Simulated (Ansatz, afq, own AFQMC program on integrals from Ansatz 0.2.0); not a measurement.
# As⁺, triplet in cc-pVQZ, levels against CCSDT(Q)

A free As cation.

Basis cc-pVQZ. Noble-gas cores (and the filled d shells of Ga–Kr and In–Xe) are frozen. AFQMC by an in-house program on the Cholesky factors that Ansatz 0.2.0 writes for its CCSD(T) run. ph-AFQMC/CISD is guided by a CISD state made of CCSD amplitudes; releasing the constraint for a short imaginary time cuts its bias at the price of noise, slowly where states lie close. ± is one standard error of the sampling. No spin–orbit coupling.

Determinant: UHF, the one that the program's search chose, which needn't be the lowest solution.

No full CI on the walks' own integrals is used here; CCSDT(Q) serves as the reference and is uncertain by about the last step of the cluster series.

Cautions: no relativity below Rb; no spin-orbit coupling; inner d shell frozen.

The T1 diagnostic is 0.0080. The weight of the determinant in the CISD state is 0.952. The ⟨S²⟩ of the determinant is 2.010 and the size of the correlated space is 4 electrons in 54 orbitals.

| level | correlation energy (eV) |
| --- | --- |
| MP2 | -1.5724 |
| CCSD | -1.9625 |
| CCSD(T) | -2.0145 |

Estimate where phaseless AFQMC with a CISD trial lies against CCSD(T) on the same integrals.

9.1 ± 0.8 meV below CCSD(T).

Reference: CCSDT(Q), correlation energy -2.027 eV. The released energy is read at 1.50 1/Eh (meV from the phaseless value at times in 1/Eh: -1.0 ± 0.6 at 0.24, -2.0 ± 0.6 at 0.50, -2.6 ± 0.5 at 1.00, -3.4 ± 0.5 at 1.50).

| level | E − E(reference) (meV) | share of correlation (%) |
| --- | --- | --- |
| CCSD(T) | 12.6 | 99.38 |
| CCSDT | 1.0 | 99.95 |
| ph-AFQMC/HF | 48.4 ± 12.6 | 97.61 |
| ph-AFQMC/CISD | 3.5 ± 0.8 | 99.83 |
| released AFQMC | 0.1 ± 0.5 | 100.00 |

A walk keeps the symmetry of its determinant, which the program's search chose and which needn't be the lowest solution, so a lower state of the same spin and another symmetry isn't excluded. Released energies are given only where the last usable release times agree within the noise; a slower fall can still hide under it.
